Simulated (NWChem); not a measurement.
The numbers come from NWChem runs, not from measurements. System: methanol (CH$_{4}$O), charge 0, spin multiplicity 1, at a geometry optimised with B3LYP/def2-SVP. Level: RI-MP2/cc-pVTZ, 2 core orbitals frozen.

Input file:

```
start mol
memory heap 200 mb stack 900 mb global 1100 mb
geometry units angstroms nocenter noautoz
  C      0.612545    -0.231443     0.000000
  O     -0.665018     0.358273     0.000000
  H      0.806551    -0.855807     0.895964
  H      1.354776     0.581936     0.000000
  H      0.806551    -0.855807    -0.895964
  H     -1.323004    -0.347844     0.000000
  symmetry group Cs
end
basis spherical
  * library cc-pvtz
end
basis "ri-mp2 basis" spherical
  * library cc-pvtz-ri
end
scf
  rhf
  nopen 0
  maxiter 100
  thresh 1e-7
  semidirect memsize 60000000 filesize 0
end
mp2
  freeze core 2
end
task rimp2 energy
```

Part of the output:

```
             Northwest Computational Chemistry Package (NWChem) 7.3.0
             --------------------------------------------------------

                                NWChem Input Module
                                -------------------

 Scaling coordinates for geometry "geometry" by  1.889725989
 (inverse scale =  0.529177249)

 Turning off AUTOSYM since
 SYMMETRY directive was detected!

                             Geometry "geometry" -> ""
                             -------------------------

 Output coordinates in angstroms (scale by  1.889725989 to convert to a.u.)

  No.       Tag          Charge          X              Y              Z
 ---- ---------------- ---------- -------------- -------------- --------------
    1 C                    6.0000     0.61254500    -0.23144300     0.00000000
    2 O                    8.0000    -0.66501800     0.35827300     0.00000000
    3 H                    1.0000     0.80655100    -0.85580700     0.89596400
    4 H                    1.0000     1.35477600     0.58193600     0.00000000
    5 H                    1.0000     0.80655100    -0.85580700    -0.89596400
    6 H                    1.0000    -1.32300400    -0.34784400     0.00000000

 Effective nuclear repulsion energy (a.u.)      40.3081485967

            Nuclear Dipole moment (a.u.)
            ----------------------------
        X                 Y               Z
 ---------------- ---------------- ----------------
    -0.0000000000     0.0000075589     0.0000000000

      Symmetry information
      --------------------

 Group name             Cs
 Group number              2
 Group order               2
 No. of unique centers     5

      Symmetry unique atoms

     1    2    3    4    6


 Summary of "ao basis" -> "" (spherical)
 ------------------------------------------------------------------------------
       Tag                 Description            Shells   Functions and Types
 ---------------- ------------------------------  ------  ---------------------
 *                          cc-pvtz                   on all atoms

 Summary of "ri-mp2 basis" -> "" (spherical)
[...]
 ------------------------------------------------------------------------------
       Tag                 Description            Shells   Functions and Types
 ---------------- ------------------------------  ------  ---------------------
 C                         cc-pvtz-ri               23       81   8s6p5d3f1g
 O                         cc-pvtz-ri               23       81   8s6p5d3f1g
 H                         cc-pvtz-ri               10       30   4s3p2d1f

 SCF Reference Information:
            File: './mol.movecs'
           Title: ''
    Size (AOxMO):    116 x    116
       Total Occ:              18.00
 RI-MP2 Calculation Information:
          Nr. of AO basis functions:        116
     Nr. of fitting basis functions:        282
               Nr. of MO spin cases:          1
        Nr. of MOs to be correlated:        114
     Nr. of occupied MOs correlated:          7
      Nr. of virtual MOs correlated:        107

          RI integral approximation: 'V'
    Threshold for Schwarz screening:  1.000E-09
 Smallest eigenvalue retained in fit  1.000E-08
    Type of storage for MO integrals 'EAF library'

 Transformation block size    7, requiring     1 integral passes.
 XForm_3cInts: Completed     1:    7 pass.
 Energy evaluation using block sizes     7    7
 RIMP2_V_E2: Approx. ints. done (    1:    7,    1:    7)
 RIMP2_V_E2: Copy to B done (    1:    7,    1:    7)
 RIMP2_V_E2: Denominators done (    1:    7,    1:    7)
 RIMP2_V_E2: Completed block (    1:    7,    1:    7)

          -------------------------------------------
          SCF energy                -115.088247388932
          Correlation energy          -0.428527626385
          Total MP2 energy          -115.516775015317
          -------------------------------------------

 -----------------------
 Performance information
 -----------------------

 Timer overhead =  1.75D-07 seconds/call

               Nr. of calls         CPU time (s)                 Wall time (s)                GFlops
             ---------------    -------------------     ------------------------------   -------------------
Name         Min   Avg   Max    Min     Avg     Max     Min     Avg     Max   Mx/calls   Min     Max     Sum
Overall       1     1     1    3.9     3.9     3.9      3.9     3.9     3.9     3.9      0.0     0.0     0.0
3c integr     1     1     1   0.62    0.62    0.62     0.62    0.62    0.62    0.62      0.0     0.0     0.0
Energy        1     1     1   6.64E-2 6.64E-2 6.64E-2  6.64E-2 6.64E-2 6.64E-2 6.64E-2   0.0     0.0     0.0
3c integr     1     1     1   0.61    0.61    0.61     0.61    0.61    0.61    0.61      0.0     0.0     0.0
First 2/3     3     3     3   6.94E-3 6.94E-3 6.94E-3  6.94E-3 6.94E-3 6.94E-3 2.31E-3   0.0     0.0     0.0
Final 1/3     1     1     1   4.77E-3 4.77E-3 4.77E-3  4.77E-3 4.77E-3 4.77E-3 4.77E-3   0.0     0.0     0.0
Write 3c      1     1     1   1.49E-3 1.49E-3 1.49E-3  1.49E-3 1.49E-3 1.49E-3 1.49E-3   0.0     0.0     0.0
Read 3c i     1     1     1   2.60E-4 2.60E-4 2.60E-4  2.60E-4 2.60E-4 2.60E-4 2.60E-4   0.0     0.0     0.0
Fitting b     1     1     1   5.65E-2 5.65E-2 5.65E-2  5.65E-2 5.65E-2 5.65E-2 5.65E-2   0.0     0.0     0.0
Schwarz i     1     1     1   1.75E-2 1.75E-2 1.75E-2  1.75E-2 1.75E-2 1.75E-2 1.75E-2   0.0     0.0     0.0
Form 4ci      1     1     1   1.09E-2 1.09E-2 1.09E-2  1.09E-2 1.09E-2 1.09E-2 1.09E-2   0.0     0.0     0.0
Form A &      1     1     1   5.10E-2 5.10E-2 5.10E-2  5.10E-2 5.10E-2 5.10E-2 5.10E-2   0.0     0.0     0.0
Denominat     1     1     1   4.37E-4 4.37E-4 4.37E-4  4.37E-4 4.37E-4 4.37E-4 4.37E-4   0.0     0.0     0.0
Pair Ener     1     1     1   2.05E-3 2.05E-3 2.05E-3  2.06E-3 2.06E-3 2.06E-3 2.06E-3   0.0     0.0     0.0

 The average no. of pstat calls per process was 1.60D+01
 with a timing overhead of 2.79D-06s

 Task  times  cpu:        3.9s     wall:        3.9s

 Total times  cpu:        3.9s     wall:        3.9s
```
